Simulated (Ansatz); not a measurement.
The same path of C₂H₆FNO₂ (12 atoms, charge 0, multiplicity 1) was run twice with different band settings. The coordinate that changes most is the height of N1 over the plane of its neighbours.

These are results of Ansatz, RKS BLYP-D4/def2-SVP, not measurements.

Relaxed end points:

```xyz
12
Properties=species:S:1:pos:R:3
N -1.398 0.140 0.537
C 0.024 -0.135 0.597
O 0.699 1.012 1.017
F 0.194 -1.178 1.525
C 0.682 -0.576 -0.725
O 0.463 0.408 -1.730
H -1.588 0.618 -0.357
H -1.922 -0.745 0.525
H 0.083 1.463 1.633
H 0.211 -1.518 -1.068
H 1.763 -0.775 -0.538
H 0.866 1.230 -1.382
```

```xyz
12
Properties=species:S:1:pos:R:3
N -1.435 -0.238 0.253
C -0.028 -0.265 0.514
O 0.534 0.926 1.048
F 0.221 -1.298 1.431
C 0.760 -0.541 -0.779
O 0.560 0.507 -1.721
H -1.609 0.362 -0.563
H -1.976 0.109 1.055
H -0.022 1.217 1.798
H 0.384 -1.478 -1.231
H 1.828 -0.680 -0.499
H 0.860 1.323 -1.271
```

Common settings: spring 5.0 eV/Å²; optimiser quadratic models (default); start path IDPP; force threshold 0.05 eV/Å; iteration limit 60; end points relaxed.

| run | movable images | climbing image |
| --- | --- | --- |
| 1 | 5 | yes |
| 2 | 6 | no |

(1) What does each run give, and how far can it be trusted?

Answers

(1) Run 1: converged after 6 iterations, highest image 0.211 eV above the first end. A vibrational analysis at the climbing image gives one clearly imaginary mode, 544i cm⁻¹: a first-order saddle point.
Run 2: converged after 7 iterations, highest image 0.193 eV above the first end. No image climbed, so the highest image needn't sit at the top of the path.
